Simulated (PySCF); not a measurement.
Deprotonation sites of dimethyl sulfoxide

Molecule: dimethyl sulfoxide, `CS(C)=O` (C2H6OS). Atom numbers as in the mapped SMILES `[CH3:1][S:2]([CH3:3])=[O:4]`.

These are calculated values, ωB97X-D3(BJ)/ma-def2-TZVP in PySCF (grid level 2) at geometries from PBE0-D3(BJ)/ma-def2-SVP. Thermal corrections: PBE0-D3(BJ)/ma-def2-SVP frequencies, unscaled, ideal gas at 298.15 K and 1 bar, quasi-RRHO entropy.

```tsv
site	product	ΔH(acid) / eV	ΔG(acid) / eV
C1 (methyl carbon)	[CH2-]S(C)=O	16.47	16.15
```

ΔH and ΔG refer to AH → A⁻ + H⁺ in the gas phase. Sites whose products fell apart, merged with another or lost in a GFN2-xTB screen aren't listed.

In benzonitrile the product from C1 is solvated 2.23 eV more strongly than the parent (electrostatics only).

Measured values (NIST Chemistry WebBook, evaluated or the median of agreeing entries): deprotonation enthalpy (ΔH) 1564 kJ/mol (computed 1589, difference 24); gas-phase acidity (ΔG) 1535 kJ/mol (computed 1558, difference 23).

Run with `OMP_NUM_THREADS=1 python redox_run.py task.json out` on 1 thread of Arm Neoverse V2, a shared host. Structures, frequencies and single points: 5.9 min of wall time.

Differences come from unrounded values, so a last digit can differ from that of the printed terms.
